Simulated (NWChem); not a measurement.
# HLi

SMILES: [LiH]
```xyz
2

Li     0.0000     0.0000     0.3994
H      0.0000     0.0000    -1.1982
```
Charge 0, spin multiplicity 1.

All runs are NWChem calculations. Structure: optimised with PBE0/def2-SVP, a minimum by its harmonic frequencies.

Symmetry labels belong to the abelian group C2v used in the runs, with the axes of the coordinates shown; states degenerate in a higher group split over its labels.

The structure started from a generated list of species.

Q: List the lowest 3 singlet excitations that CIS/aug-cc-pVDZ gives, with oscillator strengths.

A: 
```json
[
 {"state": "1", "symmetry": "a1", "energy (eV)": "4.06", "wavelength (nm)": "305", "f": "0.077"},
 {"state": "2", "symmetry": "b1", "energy (eV)": "5.10", "wavelength (nm)": "243", "f": "0.219"},
 {"state": "3", "symmetry": "b2", "energy (eV)": "5.10", "wavelength (nm)": "243", "f": "0.219"}
]
```
